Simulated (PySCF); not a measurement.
Species: phosphorus pentafluoride, PF₅.
Geometry (PBE0-D3(BJ)/def2-TZVP, Å), atoms numbered from 1 in this order:
```
atom  x, y, z in Å
F1     1.0946   -0.4319   -1.0670
P2     0.0036   -0.0047   -0.0077
F3     0.7691    1.3088    0.2507
F4     0.3254   -1.2584    0.8298
F5    -1.0817   -0.0677   -1.1011
F6    -1.0875    0.4236    1.0505
```

Computed with PySCF at wB97X-D/pcSseg-2, non-relativistic, on one gas-phase PBE0-D3(BJ)/def2-TZVP geometry that isn't relaxed in the solvent. The solvent is an IEF-PCM continuum (Bondi radii, 1.10 Å for H, scaled by 1.2). The model holds no explicit solvent molecules, cavitation or dispersion.

Gas phase at wB97X-D/pcSseg-2: HOMO -14.16 eV, LUMO 2.51 eV, dipole 0.00 D.

Problem. What does the continuum do to the energy, the frontier levels and the dipole at wB97X-D/pcSseg-2 in chloroform?

Solution. 
```tsv
solvent	ε	E(solvent) − E(gas) (kcal/mol)	polarisation term (kcal/mol)	distortion of the solute (kcal/mol)	HOMO (eV)	LUMO (eV)	dipole (D)
chloroform	4.711	-1.69	-1.74	0.05	-14.03	2.69	0.01
```

The first energy column is the sum of the next two and covers electrostatics alone. Charge and dipole vanish, so a point-dipole model would give no lowering at all.

The pairwise dispersion term of wB97X-D wasn't added to the energies; at a given geometry it leaves orbitals and properties as they are.
